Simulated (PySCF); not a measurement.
## Which determinant of PO lies lowest?

Unrestricted PBE0; PySCF, no relativity, basis sets P pcseg-1, O pcseg-1. Outer shells of the fragments: P 3s2 3p3; O 2s2 2p4.

Followed along the bond (rough minima from three points):

```csv
2Ms+1,unpaired,⟨S²⟩ at the start,R at minimum (Å),Te (eV)
2,π ↑,0.76,1.50,0.00
4,π ↑↑↑,3.76,none in the scan,≤ 2.98
```

Solutions found at the starting distance of 1.665 Å, counted from the lowest of them; the search is not exhaustive and high or unbound solutions are not listed, so other states can lie among these:

```csv
2Ms+1,unpaired,term,E (eV),⟨S²⟩,⟨Lz²⟩,μ (D)
2,π ↑,²Π,0.00,0.76,1.01,-2.70
4,π ↑↑↑,⁴Π,2.42,3.76,1.00,-0.66
2,π ↑↑↓,mixed,2.87,1.76,3.02,-0.71
4,"σ ↑, π ↑↑",⁴Σ⁻,3.30,3.76,0.00,-2.26
2,"σ ↑, π ↑↓",mixed,4.00,1.77,2.01,-1.91
2,"σ ↓, π ↑↑",mixed,4.01,1.77,0.00,-1.81
2,σ ↑,²Σ⁺,4.23,0.83,0.00,-2.10
2,π ↑,mixed,4.39,0.75,3.00,-0.74
4,"σ ↑, π ↑↑",mixed,6.51,3.75,2.01,-0.33
4,"σ ↑, π ↑↑",mixed,7.04,3.75,2.00,-0.58
```

A term symbol is given only where ⟨S²⟩ and ⟨Lz²⟩ are close to those of a pure state; real π, δ and φ orbitals otherwise mix terms. A positive dipole means P(−)O(+).

Counting both spins, an empty level lies below a filled one in some of these solutions, because spin and occupation are held.
